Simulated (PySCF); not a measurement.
# C₃H₇NO: excited states, first hyperpolarisability

Wanted: excited states, first hyperpolarisability for C₃H₇NO (`CCNC=O`).

Programs: PySCF 2.14.0, with routines of our own; each step states its level. All values are computed. Atoms count from 0.

### Step 1. The system as given

12 atoms, charge 0, multiplicity 1; geometry from: GFN2-xTB.

### Step 2. Relaxing the molecule at PBE0-D3(BJ)/def2-TZVP

What the job is given:

```
{"job": {"xc": "PBE0", "basis": "def2-TZVP", "d3": "d3bj", "grid": 2, "kind": "geom"}, "charge": 0, "multiplicity": 1}
C     -1.547082    -0.390902    -0.010913
C     -0.406330     0.619615    -0.049954
N      0.815965     0.064824     0.491650
C      1.919535    -0.126128    -0.252573
O      2.044272     0.177106    -1.411932
H     -2.444367     0.047040    -0.438929
H     -1.284853    -1.276798    -0.584056
H     -1.762868    -0.688780     1.013623
H     -0.182089     0.904365    -1.079831
H     -0.678808     1.517093     0.516115
H      0.794484    -0.252649     1.447409
H      2.733339    -0.595471     0.333363
```

On the command line:

```console
OMP_NUM_THREADS=1 python excited_run.py task.json out
```

This one command runs all jobs of the session in turn.

Output:

```text
step   0  E = -248.33533333  max force = 0.009252
step   1  E = -248.33576304  max force = 0.002364
step   2  E = -248.33575838  max force = 0.002316
step   3  E = -248.33578150  max force = 0.000373
step   4  E = -248.33578193  max force = 0.000298
optimisation converged
```

Run time: 48 s. Hardware: 1 thread of Arm Neoverse V1, shared host; peak memory 0.82 GiB.

The steps of the relaxation:

```
step  energy from step 0 (eV)  largest force component (eV/Å)
   0                   0.0000                          0.4758
   1                  -0.0117                          0.1216
   2                  -0.0116                          0.1191
   3                  -0.0122                          0.0192
   4                  -0.0122                          0.0153
```

Close pairs (by a distance rule), those that changed most:

```
 bond  before (Å)  after (Å)  change (Å)
C0–C1       1.524      1.517      -0.007
N2–C3       1.345      1.351      +0.006
C0–H5       1.086      1.092      +0.006
C0–H7       1.089      1.093      +0.005
C3–O4       1.205      1.210      +0.005
C0–H6       1.087      1.092      +0.004
C1–N2       1.447      1.445      -0.002
C1–H8       1.092      1.090      -0.002
```

The end geometry stands in the next job.

```
                         at the end point                 value
  point group (found at 0.08 Å tolerance)                    C1
rotational constants (GHz, main isotopes)  12.340, 3.000, 2.742
                        dipole moment (D)                  3.95
```

### Step 3. Excited states: TDA CAM-B3LYP/def2-TZVPD

What the job is given:

```
{"job": {"kind": "states", "xc": "CAM-B3LYP", "basis": "def2-TZVPD", "tda": true, "soc": true, "nstates": 6, "ntriplets": 5, "nquad": 4}, "charge": 0, "multiplicity": 1}
C     -1.572252    -0.423305    -0.116260
C     -0.454698     0.600733    -0.045325
N      0.773403     0.050978     0.482297
C      1.883879    -0.138702    -0.262768
O      2.009635     0.159675    -1.428143
H     -2.477895     0.028689    -0.526554
H     -1.286081    -1.260770    -0.755180
H     -1.816463    -0.816915     0.874126
H     -0.213303     0.976247    -1.039970
H     -0.757707     1.456846     0.565713
H      0.788874    -0.282944     1.431032
H      2.700020    -0.604331     0.321969
```

Method: TDA CAM-B3LYP/def2-TZVPD excited states, vertical, gas phase, spin-orbit mean-field couplings.

Output:

```text
coarse grid: 9752 points
cycle   1  E = -248.3552183426  dE =  7.733e-01  |g| = 8.777e-01  |ddm| = 2.717e+00
cycle   2  E = -248.0266865616  dE =  3.285e-01  |g| = 1.611e+00  |ddm| = 2.078e+00
cycle   3  E = -248.5062501909  dE = -4.796e-01  |g| = 1.084e-01  |ddm| = 1.437e+00
cycle   4  E = -248.5078805864  dE = -1.630e-03  |g| = 7.031e-02  |ddm| = 1.411e-01
cycle   5  E = -248.5088370989  dE = -9.565e-04  |g| = 1.002e-02  |ddm| = 7.017e-02
cycle   6  E = -248.5088605426  dE = -2.344e-05  |g| = 4.417e-03  |ddm| = 1.810e-02
cycle   7  E = -248.5088657666  dE = -5.224e-06  |g| = 1.061e-03  |ddm| = 7.846e-03
final grid: 93432 points
cycle   8  E = -248.5040528449  dE = -3.795e-05  |g| = 4.684e-03  |ddm| = 1.411e-01
cycle   9  E = -248.5040512217  dE =  1.623e-06  |g| = 5.693e-03  |ddm| = 1.255e-02
cycle  10  E = -248.5040575297  dE = -6.308e-06  |g| = 1.104e-03  |ddm| = 4.904e-03
cycle  11  E = -248.5040577418  dE = -2.120e-07  |g| = 2.815e-04  |ddm| = 1.069e-03
cycle  12  E = -248.5040577579  dE = -1.610e-08  |g| = 9.026e-05  |ddm| = 4.606e-04
cycle  13  E = -248.5040577596  dE = -1.779e-09  |g| = 2.750e-05  |ddm| = 9.239e-05
cycle  14  E = -248.5040577599  dE = -2.523e-10  |g| = 9.617e-06  |ddm| = 5.217e-05
converged SCF energy = -248.5040577599

Singlet excitations
state   eV       nm        f     d(h-e)  d(exc)  Lambda  PR(NTO)  |dmu|/D   mu/D   main configurations
  1   5.7956   213.9   0.00151   0.735   2.059   0.413   1.003    1.613    2.408   H-1->L+4 0.47, H-1->L+3 0.23
  2   6.5165   190.3   0.00758   1.628   3.420   0.302   1.012    6.642    3.939   H->L 0.79, H-1->L 0.08
  3   6.9045   179.6   0.02125   1.539   3.598   0.293   1.203    4.790    3.534   H-1->L 0.64, H-1->L+1 0.13, H->L 0.08
  4   7.4054   167.4   0.09656   0.836   3.645   0.306   1.152    3.378    4.079   H->L+1 0.69
  5   7.6522   162.0   0.09442   0.770   3.520   0.339   1.477                     H->L+2 0.22, H->L+3 0.20, H-1->L+1 0.19
  6   7.7038   160.9   0.12821   0.602   3.475   0.328   1.703                     H-1->L+1 0.24, H->L+2 0.12, H-1->L+2 0.12

Triplet excitations (Tamm-Dancoff)
state   eV     d(h-e)  d(exc)  Lambda  PR(NTO)   main configurations
  1   5.2703   0.677   2.030   0.426   1.005   H-1->L+4 0.38, H-1->L+3 0.20, H->L+4 0.17
  2   5.3622   0.500   2.163   0.453   1.010   H->L+4 0.36, H->L+3 0.20, H-1->L+4 0.16
  3   6.3675   1.655   3.318   0.306   1.015   H->L 0.74, H->L+1 0.08
  4   6.7809   1.719   3.596   0.280   1.010   H-1->L 0.68, H-1->L+1 0.13
  5   7.3713   1.175   3.679   0.322   1.037   H->L+1 0.52, H->L+2 0.15, H->L+3 0.11
S1 - T1 = 0.5253 eV

Spin-orbit couplings |<S|Hso|T>| (cm-1)
             T1       T2       T3       T4       T5
S0       54.484   11.374   14.628    2.047    4.912
S1        6.532   34.261    0.261    6.218    1.458
S2        3.968    5.712    0.848   23.604    0.666
S3       14.919    3.469   22.678    1.034    2.195
S4       12.013    4.664    2.139    1.321    3.842
S5       15.698    3.278    2.874    2.651   19.125
S6       12.483    1.850    1.842    3.066   16.395
T1 sublevels (cm-1): 0.000 0.001 1.710   radiative rates (1/s): 0.427 17.2 1.35e+03
```

It took 36 s on 1 thread of Arm Neoverse V1, shared host; peak memory 0.85 GiB.

From this job:

```
  quantity    value
S1 less T1  0.53 eV
```

Orbitals, density, ELF and potential are computed afterwards from the orbital file.

Frontier orbitals at CAM-B3LYP/def2-TZVPD, with the share of their density that lies nearest to each atom:

```
orbital  energy (eV)                                                       lies on
   HOMO        -8.92                                              N2 39 %; O4 36 %
   LUMO         0.65  H10 30 %; H7, H9, H11 about 13 % each; H5, H6 about 7 % each
```

ELF in a plane through or near 6 of the atoms.

Ten even steps from '0' (0.00) to '9' (1.00):
```
0000000000000000000000000000
0000000000000000000000000000
0000000000000000000000000000
0000001122200000000000000000
0000024667620011000000000000
0000146888830042000010000000
0000268837840263001487400000
0000157814720252115899930000
0000012688500123448999950000
0000012512443226724999940000
0000599952788525552665410000
0002999985588612489851000000
0001999961267500599983000000
0000599810167400599995000000
0000023100156300399982000000
0000000000033100168840000000
0000000000000000001000000000
0000000000000000000000000000
0000000000000000000000000000
0000000000000000000000000000
```
The map spans 10.6 Å across and 8.1 Å up, centred on the molecule. Atoms in the plane (x, y in Å): C0 (1.5, -0.1), C3 (-1.9, 0.1), O4 (-2.1, 1.3), H5 (2.4, 0.5), H7 (1.8, -1.1), H11 (-2.7, -0.6).

On the surface of density 0.002 e/bohr³ the electrostatic potential runs, from the 1st to the 99th percentile, from -2.02 V near O4 to 2.19 V near H10.

### Step 4. Excited states: TDDFT CAM-B3LYP/def2-TZVPD

The job, as its differences from that of step 3:

```diff
@@ -1,2 +1,2 @@
-{"job": {"kind": "states", "xc": "CAM-B3LYP", "basis": "def2-TZVPD", "tda": true, "soc": true, "nstates": 6, "ntriplets": 5, "nquad": 4}, "charge": 0, "multiplicity": 1}
+{"job": {"kind": "states", "xc": "CAM-B3LYP", "basis": "def2-TZVPD", "tpa": true, "nstates": 8, "nquad": 6, "ntriplets": 0}, "charge": 0, "multiplicity": 1}
 C     -1.572252    -0.423305    -0.116260
```

Method: TDDFT CAM-B3LYP/def2-TZVPD excited states, vertical, gas phase, two-photon moments by quadratic response.

Output:

```text
coarse grid: 9752 points
cycle   1  E = -248.3552183426  dE =  7.733e-01  |g| = 8.777e-01  |ddm| = 2.717e+00
cycle   2  E = -248.0266865616  dE =  3.285e-01  |g| = 1.611e+00  |ddm| = 2.078e+00
cycle   3  E = -248.5062501909  dE = -4.796e-01  |g| = 1.084e-01  |ddm| = 1.437e+00
cycle   4  E = -248.5078805864  dE = -1.630e-03  |g| = 7.031e-02  |ddm| = 1.411e-01
cycle   5  E = -248.5088370989  dE = -9.565e-04  |g| = 1.002e-02  |ddm| = 7.017e-02
cycle   6  E = -248.5088605426  dE = -2.344e-05  |g| = 4.417e-03  |ddm| = 1.810e-02
cycle   7  E = -248.5088657666  dE = -5.224e-06  |g| = 1.061e-03  |ddm| = 7.846e-03
final grid: 93432 points
cycle   8  E = -248.5040528449  dE = -3.795e-05  |g| = 4.684e-03  |ddm| = 1.411e-01
cycle   9  E = -248.5040512217  dE =  1.623e-06  |g| = 5.693e-03  |ddm| = 1.255e-02
cycle  10  E = -248.5040575297  dE = -6.308e-06  |g| = 1.104e-03  |ddm| = 4.904e-03
cycle  11  E = -248.5040577418  dE = -2.120e-07  |g| = 2.815e-04  |ddm| = 1.069e-03
cycle  12  E = -248.5040577579  dE = -1.610e-08  |g| = 9.026e-05  |ddm| = 4.606e-04
cycle  13  E = -248.5040577596  dE = -1.779e-09  |g| = 2.750e-05  |ddm| = 9.239e-05
cycle  14  E = -248.5040577599  dE = -2.523e-10  |g| = 9.617e-06  |ddm| = 5.217e-05
converged SCF energy = -248.5040577599

Singlet excitations
state   eV       nm        f     d(h-e)  d(exc)  Lambda  PR(NTO)  |dmu|/D   mu/D   delta(TPA)   sigma/GM   main configurations
  1   5.7692   214.9   0.00116   0.734   2.061   0.413   1.004    1.622    2.398        0.69      0.008   H-1->L+4 0.47, H-1->L+3 0.23, H->L+4 0.08
  2   6.5100   190.5   0.00763   1.631   3.424   0.302   1.014    6.637    3.920       23.29      0.362   H->L 0.79
  3   6.8854   180.1   0.02364   1.502   3.559   0.299   1.289    4.691    3.484      108.22      1.880   H-1->L 0.61, H-1->L+1 0.14
  4   7.3346   169.0   0.16002   0.378   3.380   0.327   1.370    1.417    3.683       56.66      1.117   H->L+1 0.59, H-1->L 0.09
  5   7.5784   163.6   0.09020   0.606   3.292   0.390   1.297    2.795    5.707       85.32      1.795   H->L+3 0.32, H->L+2 0.23, H->L+4 0.19
  6   7.6682   161.7   0.06701   1.189   3.687   0.296   1.067    3.887    5.336       10.52      0.227   H-1->L+1 0.44, H-1->L+3 0.21, H-1->L+2 0.16
  7   7.8780   157.4   0.01229   0.620   3.943   0.318   1.136                                            H->L+2 0.42, H->L+4 0.12, H-1->L+2 0.10
  8   7.9017   156.9   0.00287   0.805   3.829   0.434   1.085                                            H->L+3 0.51, H->L+4 0.26, H->L+2 0.10
```

Run time: 41 s. Hardware: 1 thread of Arm Neoverse V1, shared host; peak memory 0.88 GiB.

### Step 5. First hyperpolarisability: quadratic response CAM-B3LYP/def2-TZVPD

The job, as its differences from that of step 4:

```diff
@@ -1,2 +1,2 @@
-{"job": {"kind": "states", "xc": "CAM-B3LYP", "basis": "def2-TZVPD", "tpa": true, "nstates": 8, "nquad": 6, "ntriplets": 0}, "charge": 0, "multiplicity": 1}
+{"job": {"kind": "beta", "xc": "CAM-B3LYP", "basis": "def2-TZVPD"}, "charge": 0, "multiplicity": 1}
 C     -1.572252    -0.423305    -0.116260
```

With the program's defaults for keys left out, this is: quadratic response CAM-B3LYP/def2-TZVPD first hyperpolarisability, Taylor convention, gas phase.

Output:

```text
coarse grid: 9752 points
cycle   1  E = -248.3552183426  dE =  7.733e-01  |g| = 8.777e-01  |ddm| = 2.717e+00
cycle   2  E = -248.0266865616  dE =  3.285e-01  |g| = 1.611e+00  |ddm| = 2.078e+00
cycle   3  E = -248.5062501909  dE = -4.796e-01  |g| = 1.084e-01  |ddm| = 1.437e+00
cycle   4  E = -248.5078805864  dE = -1.630e-03  |g| = 7.031e-02  |ddm| = 1.411e-01
cycle   5  E = -248.5088370989  dE = -9.565e-04  |g| = 1.002e-02  |ddm| = 7.017e-02
cycle   6  E = -248.5088605426  dE = -2.344e-05  |g| = 4.417e-03  |ddm| = 1.810e-02
cycle   7  E = -248.5088657666  dE = -5.224e-06  |g| = 1.061e-03  |ddm| = 7.846e-03
final grid: 93432 points
cycle   8  E = -248.5040528449  dE = -3.795e-05  |g| = 4.684e-03  |ddm| = 1.411e-01
cycle   9  E = -248.5040512217  dE =  1.623e-06  |g| = 5.693e-03  |ddm| = 1.255e-02
cycle  10  E = -248.5040575297  dE = -6.308e-06  |g| = 1.104e-03  |ddm| = 4.904e-03
cycle  11  E = -248.5040577418  dE = -2.120e-07  |g| = 2.815e-04  |ddm| = 1.069e-03
cycle  12  E = -248.5040577579  dE = -1.610e-08  |g| = 9.026e-05  |ddm| = 4.606e-04
cycle  13  E = -248.5040577596  dE = -1.779e-09  |g| = 2.750e-05  |ddm| = 9.239e-05
cycle  14  E = -248.5040577599  dE = -2.523e-10  |g| = 9.617e-06  |ddm| = 5.217e-05
converged SCF energy = -248.5040577599

Lowest singlets (eV, f): 5.7692 0.0012  6.5100 0.0076  6.8854 0.0236

First hyperpolarisability (au)
process     nm      |vector|   parallel      HRS      DR
static         -       96.12      -41.2      43.75   3.833
shg       1907.0       99.52     -42.34      45.37   3.826
eope      1907.0       97.23     -41.58          -       -
shg       1064.0      107.87     -45.09      49.35   3.811
eope      1064.0       99.77     -42.42          -       -
```

Run time: 35 s. Hardware: 1 thread of Arm Neoverse V1, shared host; peak memory 0.85 GiB.

### Step 6. Results

| quantity | value |
| --- | --- |
| point group | C1 |
| rotational constants (main isotopes) | 12.34, 3.00, 2.74 GHz |
| S1 less T1 (step 3, TDA CAM-B3LYP/def2-TZVPD) | 0.53 eV |
| surface potential, 1st and 99th percentile | -2.02 V and 2.19 V |
| β vector (step 5, quadratic response CAM-B3LYP/def2-TZVPD) | static 96, SHG 1907.0 nm 100, SHG 1064.0 nm 108 au |

**Reading.** The optimisation took 4 steps and gained 0.012 eV; among the close pairs (by a distance rule), C0–C1 changed most, from 1.524 to 1.517 Å. No frequency check was run at this level, so the end point may be a saddle. In step 3, the number of triplets below S1 is 2, and the largest singlet-triplet spin-orbit coupling is S0–T1, 54.48 cm⁻¹. β grows from 96 au (static) to 108 au for doubling at 1064.0 nm: normal dispersion, which grows as twice the photon energy moves toward the bright states.
